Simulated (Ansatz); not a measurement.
C3H3O (charge +1), singlet: a single point displaced at random from a GFN2-xTB minimum.

in.yaml

```yaml
crystal:
  periodic: [false, false, false]
  atoms:
    - {symbol: C, position_ang: [1.379500, -1.930300, 0.885200]}
    - {symbol: C, position_ang: [0.328200, -1.434900, 0.514900]}
    - {symbol: O, position_ang: [-0.073500, -0.667400, -0.378400]}
    - {symbol: C, position_ang: [-0.330700, 0.745200, -0.330100]}
    - {symbol: H, position_ang: [0.448500, 1.114100, -0.818200]}
    - {symbol: H, position_ang: [-0.249500, 1.148700, 0.897900]}
    - {symbol: H, position_ang: [-1.473000, 0.747000, -0.734200]}
basis:
  gaussian: {orbitals: def2-TZVPP}
total_charge: 1
hamiltonian: {xc: r2scan, dispersion: d4}
output: {forces: true}
```

An equivalent command:

```bash
ansatz run in.yaml --threads 4 --pin off --events-out ev --progress --plain
```

The run's output (Ansatz 0.2.0):

```
Functional definition: r2SCAN
  name "r2SCAN"
  cite "Furness, Kaplan, Ning, Perdew & Sun, J. Phys. Chem. Lett. 11, 8208 (2020) doi:10.1021/acs.jpclett.0c02405"
  cite "Furness, Kaplan, Ning, Perdew & Sun, J. Phys. Chem. Lett. 11, 9248 (2020) doi:10.1021/acs.jpclett.0c03077"
  parent r2scan
  parameter k0 = 0.174
  parameter k1 = 0.065
  parameter a1 = 4.9479
  exchange = r2scan_x(k0 = k0, k1 = k1, a1 = a1)
  correlation = r2scan_c
868 factors; their error is unknown
mean field evaluation 1: about -5165.5449 eV, gradient 9.6e1 eV
mean field evaluation 2: about -5006.3110 eV, gradient 2.5e2 eV
mean field evaluation 4: about -5182.6190 eV, gradient 5.4e1 eV
mean field evaluation 8: about -5188.4059 eV, gradient 1.1e0 eV
mean field evaluation 16: about -5188.3916 eV, gradient 1.2e-2 eV
mean field -5188.39161786 eV, -190.6698751381 hartree, gradient 8.4e-5 eV, S^2 0.000000; 1 other end points of the search recorded, 0 dependent functions left out
the calculation of the forces begins
reference -5188.39162842 eV, -190.6698755263 hartree; 14, 14 occupied and 152, 152 virtual orbitals, 868 factors
Total energy: -5188.41154004 eV, -190.6706072650 hartree
Atom 0 at     1.379500    -1.930300     0.885200 Å, force     6.814037    -3.496012     2.803546 eV/Å
Atom 1 at     0.328200    -1.434900     0.514900 Å, force    -6.729756     4.219848    -3.206891 eV/Å
Atom 2 at    -0.073500    -0.667400    -0.378400 Å, force     0.104871    -1.902715     0.209241 eV/Å
Atom 3 at    -0.330700     0.745200    -0.330100 Å, force    -5.453744    -0.445538     6.414995 eV/Å
Atom 4 at     0.448500     1.114100    -0.818200 Å, force     2.864754     2.188161    -3.030200 eV/Å
Atom 5 at    -0.249500     1.148700     0.897900 Å, force    -0.440847    -1.213483    -3.692024 eV/Å
Atom 6 at    -1.473000     0.747000    -0.734200 Å, force     2.840685     0.649739     0.501334 eV/Å
Dipole moment:    -0.334958     0.319952     0.049378 e Å
```

The run took about 2.2 s on 4 CPU threads (shared host).
